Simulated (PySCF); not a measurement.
Species: C₄H₅N.
InChI=1S/C4H5N/c1-2-4-5-3-1/h1-5H

The closed-shell ground state was solved at several levels (PySCF, density fitting, gas phase, non-relativistic). Isolated species at its PBE0-D3(BJ)/def2-TZVP geometry, gas phase.

```json
{"level": "PBE0/pcJ-2", "basis functions": "375", "HOMO (eV)": "-6.14", "LUMO (eV)": "0.57", "gap (eV)": "6.71", "dipole (D)": "1.94"}
{"level": "B3LYP/pcJ-2", "basis functions": "375", "HOMO (eV)": "-5.94", "LUMO (eV)": "0.25", "gap (eV)": "6.19", "dipole (D)": "1.92"}
{"level": "B97-2/pcJ-2", "basis functions": "375", "HOMO (eV)": "-5.89", "LUMO (eV)": "0.59", "gap (eV)": "6.48", "dipole (D)": "1.93"}
{"level": "wB97X-D/pcSseg-2", "basis functions": "250", "HOMO (eV)": "-7.94", "LUMO (eV)": "2.22", "gap (eV)": "10.16", "dipole (D)": "1.96"}
{"level": "KT3/pcSseg-2", "basis functions": "250", "HOMO (eV)": "-5.11", "LUMO (eV)": "-0.40", "gap (eV)": "4.71", "dipole (D)": "1.87"}
{"level": "wB97X-D/aug-cc-pVTZ", "basis functions": "345", "HOMO (eV)": "-7.94", "LUMO (eV)": "0.75", "gap (eV)": "8.69", "dipole (D)": "1.89"}
{"level": "B97-2/pcSseg-2", "basis functions": "250", "HOMO (eV)": "-5.89", "LUMO (eV)": "0.56", "gap (eV)": "6.45", "dipole (D)": "1.93"}
{"level": "PBE0/pcSseg-2", "basis functions": "250", "HOMO (eV)": "-6.15", "LUMO (eV)": "0.54", "gap (eV)": "6.69", "dipole (D)": "1.94"}
```

Task: What might CAM-B3LYP/aug-cc-pVTZ (345 basis functions) give for the same quantities?

Result: HOMO -7.42 eV, LUMO 0.16 eV, gap 7.58 eV, dipole 1.87 D.

Task: Over all these levels, which gives the widest orbital gap and which the narrowest?

Result: wB97X-D/pcSseg-2 (range-separated hybrid) has the widest, 10.16 eV, and KT3/pcSseg-2 (GGA) the narrowest, 4.71 eV. The two share the basis. From the narrowest to the widest the HOMO moves by -2.83 eV and the LUMO by +2.62 eV.

Task: In the pcSseg-2 basis, how does the gap go with the fixed share of exact exchange?

Result: KT3 (0 %) 4.71 eV; B97-2 (21 %) 6.45 eV; PBE0 (25 %) 6.69 eV. Each rise in the share widens the gap here.

Task: How far do the dipole and the HOMO energy spread over the levels?

Result: The dipole runs from 1.87 to 1.96 D (mean 1.92 D) and the HOMO from -7.94 to -5.11 eV.
